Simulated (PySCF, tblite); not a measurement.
hydrogen chloride and 3 × water

A gas-phase complex of hydrogen chloride and 3 × water; neutral, singlet. The structure comes from a short search (6 tight-binding starts) and was relaxed by PBE0-D3(BJ)/def2-SVPD; another way of binding may lie lower. No frequency run checks that it is a minimum.

```csv
part,name,SMILES,atoms,charge,multiplicity
1,hydrogen chloride,Cl,1–2,0,1
2,water,O,3–5,0,1
3,water,O,6–8,0,1
4,water,O,9–11,0,1
```

```xyz
11

Cl   -1.643    0.474   -1.269
H    -1.141   -0.864   -1.398
O    -0.636   -2.119   -1.623
H     0.144   -2.276   -1.081
H    -0.340   -2.128   -2.582
O     0.099   -1.875   -4.101
H    -0.325   -2.369   -4.807
H    -0.094   -0.919   -4.269
O    -0.605    0.692   -4.227
H    -1.003    0.805   -3.341
H     0.000    1.430   -4.339
```
(Å; atoms numbered from 1)

Contacts between parts, classed by geometry: H2···O3 1.372 Å (hydrogen bond, 176°); H5···O6 1.601 Å (hydrogen bond, 170°); H8···O9 1.691 Å (hydrogen bond, 167°); H10···Cl1 2.194 Å (hydrogen bond, 163°).

Deforming the relaxed parts to their shape here costs 8.7 kcal/mol, which the interaction energies leave out.

Interaction energies are complex less parts, with the parts frozen as they stand in it; counterpoise-corrected, in kcal/mol (PySCF).

**Question.** How strongly do the parts interact, level by level?

**Answer.** 
| level | interaction | superposition error removed |
| --- | --- | --- |
| wB97M-D3(BJ)/def2-TZVPD | -31.66 | -0.52 |
| PBE0-D3(BJ)/def2-TZVPD | -36.52 | -0.51 |
| RI-MP2/def2-TZVPD | -29.58 | -3.32 |

**Question.** What holds them together? Decompose the wB97M-D3(BJ)/def2-TZVPD energy: frozen parts, their antisymmetrised product, then relaxation.

**Answer.** electrostatic -73.2, Pauli repulsion +108.9, orbital relaxation -64.1, dispersion correction -3.8 kcal/mol, which sum to the value before the counterpoise correction; the Pauli term holds the exchange-correlation of the frozen density too. Of the attraction, 52 % is electrostatic, 45 % is orbital relaxation, 3 % is dispersion correction.

**Question.** Are the pair energies additive?

**Answer.** The pairs sum to -17.87 kcal/mol (1–2 -6.0, 1–3 -2.0, 1–4 -1.0, 2–3 -3.1, 2–4 -1.7, 3–4 -4.0); the rest of -13.79 is a many-body strengthening.

The parts were also relaxed and run alone, at the levels used for the complex: shieldings by PBE0/pcSseg-2; core levels by delta-SCF with SCAN, pcX-2 on the ionised atom and pcseg-1 elsewhere, spin-free X2C (2p3/2 is the spin-free 2p value less a third of a first-order spin-orbit splitting).

Values alone: Cl1–H2 bond (Å): 1.288; shielding of H2 (ppm): 30.41; shielding of O3 (ppm): 328.9; shielding of H5 (ppm): 30.85; shielding of O6 (ppm): 328.9; Cl1 2p3/2 core level (eV): 207.38; O3 1s core level (eV): 539.76; O6 1s core level (eV): 539.76.

**Question.** How do these values change when the complex forms?

**Answer.** 
| property | alone | in the complex | change |
| --- | --- | --- | --- |
| Cl1–H2 bond (Å) | 1.288 | 1.434 | +0.146 |
| shielding of H2 (ppm) | 30.41 | 14.08 | -16.33 |
| shielding of O3 (ppm) | 328.9 | 251.7 | -77.1 |
| shielding of H5 (ppm) | 30.85 | 20.15 | -10.70 |
| shielding of O6 (ppm) | 328.9 | 297.9 | -31.0 |
| Cl1 2p3/2 core level (eV) | 207.38 | 205.04 | -2.34 |
| O3 1s core level (eV) | 539.76 | 540.00 | +0.25 |
| O6 1s core level (eV) | 539.76 | 539.67 | -0.09 |

Density functionals tend to overstate the lengthening and the red shift of so strongly bound an X–H bond.

The 5 runs behind this took 3.5 min in all, one thread each of Intel Xeon 6975P-C on a shared host, launched as `OMP_NUM_THREADS=1 python cluster_run.py task.json out`.
